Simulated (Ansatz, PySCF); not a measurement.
This Ansatz (an electronic-structure program) input computes a PBE0/def2-TZVPD energy:

Ansatz 0.2 input:
```yaml
crystal:
  periodic: [false, false, false]
  atoms:
    - {symbol: C, position_ang: [-0.00000000, -0.00000000, -0.00000000]}
    - {symbol: H, position_ang: [0.00360111, 1.07859343, -0.02702022]}
    - {symbol: H, position_ang: [0.93257816, -0.54247981, 0.01097634]}
    - {symbol: H, position_ang: [-0.93617928, -0.53611362, 0.01604388]}
basis:
  gaussian:
    orbitals: def2-TZVPD
hamiltonian:
  xc: {name: PBE0}
magnetization: {spin_polarized: true, initial_magnetization: 1}
output: {forces: true}
```

Task: Write an input for the same energy in PySCF and say what it gives.

Result: 
```python
from pyscf import gto, scf, dft

mol = gto.M(
    atom='''
    C    -0.00000000   -0.00000000   -0.00000000
    H     0.00360111    1.07859343   -0.02702022
    H     0.93257816   -0.54247981    0.01097634
    H    -0.93617928   -0.53611362    0.01604388
    ''',
    basis='def2-tzvpd',
    charge=0,
    spin=1,
    verbose=4,
)

mf = dft.UKS(mol, xc='pbe0').density_fit(auxbasis='def2-universal-jkfit')
mf.grids.level = 3
mf.conv_tol = 1e-9
mf.max_cycle = 100
mf.max_memory = 1500
mf.kernel()
if not mf.converged:
    mf = mf.newton()
    mf.kernel(mf.make_rdm1())
for _ in range(2):
    mo, _, stable, _ = mf.stability(return_status=True)
    if stable:
        break
    mf.kernel(mf.make_rdm1(mo, mf.mo_occ))
mf.analyze()
```
It gives -39.79923 Eh, and Ansatz -39.79919 Eh, a difference of 0.04 mEh, from the treatment of integrals and grids.
